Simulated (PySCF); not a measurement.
## Bond length, frequency and bond energy of MgSi by level of theory

State: ³Σ⁻ (triplet), unpaired electrons π ↑↑. Set-up: PySCF, no relativity, basis sets Mg aug-pcseg-1, Si aug-pcseg-1. De refers to Mg + Si in their high-spin ground configurations, without counterpoise correction. The functionals are run spin-unrestricted. A positive dipole means Mg(−)Si(+). Levels whose curve was spin-contaminated or gave no clean fit are not listed.

```
Level  Re (Å)  ωe (cm⁻¹)  De (eV)  μ (D)
 ROHF   2.860        150    0.175  -3.33
  LDA   2.544        314     1.40  -3.54
  PBE   2.585        298     1.18  -3.57
 TPSS   2.586        299     1.15  -3.64
B3LYP   2.610        274     0.83  -3.60
```

The bond length runs from 2.544 Å (LDA) to 2.860 Å (ROHF). De spans 0.18 eV (ROHF, mean field) to 1.40 eV (LDA, local density).

UHF is strongly spin-contaminated for MgSi, so the ROHF reference used there is far from stable. The state was picked by a PBE0 search and need not be the measured ground state.
